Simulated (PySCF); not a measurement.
## A search over the determinants of HF

Unrestricted PBE0; PySCF, no relativity, basis sets H def2-TZVPP, F def2-TZVPP. Outer shells of the fragments: H 1s1; F 2s2 2p5.

Followed along the bond (rough minima from three points):

| 2Ms+1 | unpaired | ⟨S²⟩ at the start | R at minimum (Å) | Te (eV) |
| --- | --- | --- | --- | --- |
| 1 | none | 0.00 | 0.92 | 0.00 |

Solutions found at the starting distance of 0.935 Å, counted from the lowest of them; the search is not exhaustive and high or unbound solutions are not listed, so other states can lie among these:

| 2Ms+1 | unpaired | term | E (eV) | ⟨S²⟩ | ⟨Lz²⟩ | μ (D) |
| --- | --- | --- | --- | --- | --- | --- |
| 1 | none | ¹Σ⁺ | 0.00 | 0.00 | 0.00 | -1.87 |
| 3 | σ ↑, π ↑ | ³Π | 9.88 | 2.00 | 1.00 | 2.50 |

A term symbol is given only where ⟨S²⟩ and ⟨Lz²⟩ are close to those of a pure state; real π, δ and φ orbitals otherwise mix terms. A positive dipole means H(−)F(+).

Counting both spins, an empty level lies below a filled one in some of these solutions, because spin and occupation are held.
